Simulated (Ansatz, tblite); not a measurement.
# The cluster Mg2H2: rung by rung

How do method and basis change the picture of the cluster Mg2H2 (singlet)?

Program: Ansatz 0.2.0, Gaussian basis. Level of theory: as each input shows. These are calculated values, not measurements.

Plan: GFN1-xTB, GFN2-xTB, PBE-D4/def2-TZVP, r2SCAN-D4/def2-TZVP, HSE06-D4/def2-TZVP, ωB97X-V/def2-TZVP, BLYP-D4/def2-TZVP, r2SCAN0-D4/def2-TZVP, B2PLYP/def2-TZVP, LC-ωPBE(0.10)/def2-TZVP, LC-ωPBE(0.15)/def2-TZVP, LC-ωPBE(0.20)/def2-TZVP, LC-ωPBE(0.30)/def2-TZVP, PBE-D4/def2-SVP, PBE0-D4/def2-SVP, HF/STO-3G, PBE0-D4/def2-TZVPD, PBE-D4/def2-TZVPD, r2SCAN-D4/def2-TZVPD, CCSD(T)/def2-TZVPP, MP2/def2-TZVP, RPA/def2-TZVP, CCSD(T)/def2-TZVPD.

1 further run of the same task is left out (set aside as unsound or not needed). Runs told in other sessions of the task aren't counted.

## (1) The structure

The singlet was relaxed beforehand with PBE-D4/def2-TZVP. At that level it is the lowest of the isomers that a small search found.

4 atoms, charge 0, spin multiplicity 1.

Bond lengths: Mg1–Mg2 2.885 Å, Mg1–H3 1.734 Å, Mg2–H4 1.734 Å. Angles: Mg2–Mg1–H3 179.9°, Mg1–Mg2–H4 179.9°.

PBE0-D4/def2-TZVP was run before; its log isn't repeated, and its numbers join the tables.

## (2) GFN1-xTB

Tight binding, by tblite at 300 K electronic temperature and without a spin-polarisation term:

```python
tblite.interface.Calculator('GFN1-xTB', numbers, positions, charge=0, uhf=0).singlepoint()
```

Energy -67.6897 eV, HOMO -10.12 eV, LUMO -6.25 eV; 0.001 s.

## (3) GFN2-xTB

Tight binding, by tblite at 300 K electronic temperature and without a spin-polarisation term:

```python
tblite.interface.Calculator('GFN2-xTB', numbers, positions, charge=0, uhf=0).singlepoint()
```

Energy -55.9929 eV, HOMO -7.97 eV, LUMO -5.05 eV; 0.002 s.

## (4) PBE-D4/def2-TZVP

start.molden holds the orbitals of an earlier run on this state, given as this run's starting guess.

The input, in.yaml:

```yaml
crystal:
  periodic: [false, false, false]
  atoms:
    - {symbol: Mg, position_ang: [-1.428834, 0.196418, 0.033489]}
    - {symbol: Mg, position_ang: [1.428488, -0.198392, -0.036431]}
    - {symbol: H, position_ang: [-3.145896, 0.435677, 0.078460]}
    - {symbol: H, position_ang: [3.146243, -0.433703, -0.075517]}
basis:
  gaussian: {orbitals: def2-TZVP, initial_orbitals: start.molden}
hamiltonian: {xc: pbe, dispersion: d4}
scf: {omitted_lower_state_checks: [starts]}
output: {forces: true, orbitals: {seedname: orbitals}}
```

On the command line:

```console
$ ansatz run in.yaml --threads 4 --pin off --events-out ev --progress --plain --max-ram 3916MiB
```

The runs that follow: r2SCAN-D4/def2-TZVP; HSE06-D4/def2-TZVP; ωB97X-V/def2-TZVP; BLYP-D4/def2-TZVP; r2SCAN0-D4/def2-TZVP; B2PLYP/def2-TZVP; LC-ωPBE(0.10)/def2-TZVP; LC-ωPBE(0.15)/def2-TZVP; LC-ωPBE(0.20)/def2-TZVP; LC-ωPBE(0.30)/def2-TZVP; PBE-D4/def2-SVP; PBE0-D4/def2-SVP; HF/STO-3G; PBE0-D4/def2-TZVPD; PBE-D4/def2-TZVPD; r2SCAN-D4/def2-TZVPD; CCSD(T)/def2-TZVPP; MP2/def2-TZVP; RPA/def2-TZVP; CCSD(T)/def2-TZVPD.

Q: Predict the results of all the runs planned. Wanted: gap in def2-TZVP, named functionals, smallest and largest; gap over the ω; correlation energy, CCSD(T)/def2-TZVPP; correlation energy, MP2/def2-TZVP; correlation energy, CCSD(T)/def2-TZVPD; binding an atom, CCSD(T)/def2-TZVPP; PBE0 total energy, smallest basis above largest.

**Answer**, as computed:

| quantity | value |
| --- | --- |
| gap in def2-TZVP, named functionals, smallest and largest | 2.63 eV (PBE-D4), 7.75 eV (ωB97X-V) |
| gap over the ω (1/bohr) | 5.35 eV at 0.1, 7.66 eV at 0.3 |
| correlation energy, CCSD(T)/def2-TZVPP | -12.06 eV |
| correlation energy, MP2/def2-TZVP | -10.79 eV |
| correlation energy, CCSD(T)/def2-TZVPD | -11.93 eV |
| binding an atom, CCSD(T)/def2-TZVPP | 1.145 eV |
| PBE0 total energy, smallest basis above largest | 3.85 eV (def2-SVP, def2-TZVPD) |

**Reading.** Orbital gaps of the named functionals in def2-TZVP span 2.63 eV (PBE-D4) to 7.75 eV (ωB97X-V); exact exchange widens it. Raising the ω (1/bohr) from 0.1 to 0.3 moves the HOMO by -1.42 eV and the LUMO by +0.89 eV. A small miss in a minimal or small basis is a cancelling of errors, not accuracy. The functionals in def2-TZVP miss CCSD(T)/def2-TZVPP by +0.017 (BLYP-D4) to +0.103 eV (r2SCAN-D4) an atom. CCSD(T)/def2-TZVPP isn't at the basis-set limit; small misses against it rank nothing.
